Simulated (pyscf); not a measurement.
H₂B–CH₃ + H• → H₂B–CH₂• + H₂ (hydrogen abstraction; doublet surface; C–H broken, H–H formed). Structures and frequencies: ωB97X-D3(BJ)/def2-SVP in PySCF. Energies in kcal/mol from the separated reactants.

```json
[
 {"level": "ωB97X-D3(BJ)/def2-TZVP", "barrier": "8.1", "reaction energy": "-7.4"},
 {"level": "PBE/def2-TZVP", "barrier": "2.0", "reaction energy": "-6.9"},
 {"level": "r²SCAN/def2-TZVP", "barrier": "1.2", "reaction energy": "-10.7"},
 {"level": "PBE0-D3(BJ)/def2-TZVP", "barrier": "…", "reaction energy": "-6.6"},
 {"level": "ωB97M-D3(BJ)/def2-TZVP", "barrier": "7.7", "reaction energy": "-8.1"},
 {"level": "HF/def2-TZVP", "barrier": "…", "reaction energy": "…"}
]
```

### Question
Fill in the missing entries.

### Answer

- PBE0-D3(BJ)/def2-TZVP, barrier: 4.8
- HF/def2-TZVP, barrier: 18.8
- HF/def2-TZVP, reaction energy: -9.1

The functionals in the table span 7.0 kcal/mol in this barrier, from r²SCAN to ωB97X-D3(BJ)/def2-TZVP. This is the saddle that the search found; another between the same sides may lie lower. The angle at the transferred H is 168°.
